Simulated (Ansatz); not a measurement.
**CH2NO+ (SMILES [NH2+]=C=O): single points off equilibrium**

The task here is to estimate one member of a computed series from the others.

The runs use Ansatz 0.2.0, Gaussian basis; single points in def2-TZVPP.

Correlated methods freeze the cores.

## The starting structure

SMILES `[NH2+]=C=O`, 5 atoms, charge 1, spin multiplicity 1.

Atoms are counted from 1 here; the program's logs count them from 0.

Bond lengths: N1–C2 1.254 Å, N1–H4 1.018 Å, N1–H5 1.006 Å, C2–O3 1.100 Å. Angles: C2–N1–H4 123.4°, C2–N1–H5 121.2°, H4–N1–H5 115.4°, N1–C2–O3 179.3°.

Geometry (Å):

```xyz
5
charge 1, multiplicity 1
N    -0.3263    0.3747   -0.0896
C     0.4714   -0.5620    0.1514
O     1.1819   -1.3751    0.3639
H    -1.3367    0.2541   -0.1318
H     0.0030    1.3108   -0.2531
```

The first run:

The input, run/in.yaml:

```yaml
crystal:
  periodic: [false, false, false]
  atoms:
    - {symbol: N, position_ang: [-0.326300, 0.374700, -0.089600]}
    - {symbol: C, position_ang: [0.471400, -0.562000, 0.151400]}
    - {symbol: O, position_ang: [1.181900, -1.375100, 0.363900]}
    - {symbol: H, position_ang: [-1.336700, 0.254100, -0.131800]}
    - {symbol: H, position_ang: [0.003000, 1.310800, -0.253100]}
basis:
  gaussian: {orbitals: def2-TZVPP}
total_charge: 1
correlation: {method: ccsd_t}
output: {forces: true}
```

The command line of these runs was not kept.

Steps of the session up to this table: CCSD(T)/def2-TZVPP; PBE0-D4/def2-TZVPP; wB97M-V/def2-TZVPP; r2SCAN-D4/def2-TZVPP; PBE-D4/def2-TZVPP; LC-wPBE/def2-TZVPP; r2SCAN0-D4/def2-TZVPP.

One table of the session follows, with a row left open; its other results are not shown here.

| method | RMS force component (eV/Å) | angle to CCSD(T) forces (°) |
| --- | --- | --- |
| CCSD(T) | 1.431 | reference |
| PBE0-D4 | ? | ? |
| wB97M-V | 1.065 | 3.3 |
| r2SCAN-D4 | 1.305 | 10.1 |
| PBE-D4 | 1.662 | 11.1 |
| LC-wPBE | 0.978 | 5.9 |
| r2SCAN0-D4 | 0.867 | 9.5 |

Q: Estimate the row for PBE0-D4 from the others.

The run gave: RMS force component (eV/Å): 1.081; angle to CCSD(T) forces (°): 8.2. In the column «RMS force component (eV/Å)» it lies between wB97M-V (1.065) and r2SCAN-D4 (1.305).
